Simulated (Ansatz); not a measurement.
Zinc-blende MgS (metastable phase) was calculated with r²SCAN-D4 in Ansatz (plane waves, PAW).

Settings: plane-wave cutoff 560 eV, 10×10×10 k mesh, Fermi–Dirac smearing 0.01 eV, scalar-relativistic PAW data made under PBE.

The cell is scaled about its equilibrium volume:

```
V (Å³/atom)  P (GPa)  direct gap at Γ (eV)
-----------  -------  --------------------
21.119          4.30                 4.534
21.569          2.72                 4.416
22.018          1.29                 4.303
22.467          0.00                 4.194
22.917         -1.16                 4.088
23.366         -2.22                 3.987
23.815         -3.17                 3.889
```

A straight line through the gaps at Γ against ln V gives a volume deformation potential dE_g(Γ)/d ln V of -5.4 eV: the gap at Γ widens under compression.

Measured, for comparison: band gap 4.78 ± 0.1 eV (temperature not stated, extrapolated in composition from an alloy gap of 4.19 eV, direct; extrapolated from a Zn0.2Mg0.8S0.645Se0.355 epilayer; as tabulated in Lucero et al. (2012), arXiv:1111.4515).

Ansatz is a first-principles code.
